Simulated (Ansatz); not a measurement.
Relaxation of CH4S2 (7 atoms, charge 0, multiplicity 1), to a largest force component of 0.015 eV/Å in at most 40 steps.

Theory: Ansatz 0.2.0, RKS PBE0/def2-SVP.

```xyz
7
Properties=species:S:1:pos:R:3:forces:R:3
C -0.718 0.502 -0.224 -1.20 3.69 -0.20
S 0.428 0.351 1.106 0.17 0.04 0.74
S 1.876 -0.743 0.181 1.02 0.58 -0.39
H -1.057 -0.418 -0.573 -0.87 -2.13 -0.63
H -0.318 1.078 -1.094 0.09 -0.32 0.45
H -1.620 1.142 0.127 1.21 -1.07 -0.24
H 1.470 -1.979 0.432 -0.42 -0.80 0.26
```

**Question.** Where does it end, and by what steps?

**Answer.** The run converged. After 6 steps the energy has fallen by 0.206 eV; H4 moved furthest, 0.12 Å.

```tsv
step	energy less start (eV)	largest force component (eV/Å)	accepted
0	0.0000	3.690	yes
1	-0.1618	0.844	yes
2	-0.1993	0.284	yes
3	-0.2040	0.167	yes
4	-0.2054	0.067	yes
5	-0.2055	0.031	yes
6	-0.2057	0.005	yes
```

```xyz
7
Properties=species:S:1:pos:R:3
C -0.759 0.535 -0.255
S 0.412 0.322 1.109
S 1.954 -0.724 0.218
H -1.172 -0.429 -0.586
H -0.292 1.057 -1.101
H -1.576 1.156 0.146
H 1.495 -1.985 0.425
```

The run took 56 s on 1 CPU thread of a shared host.
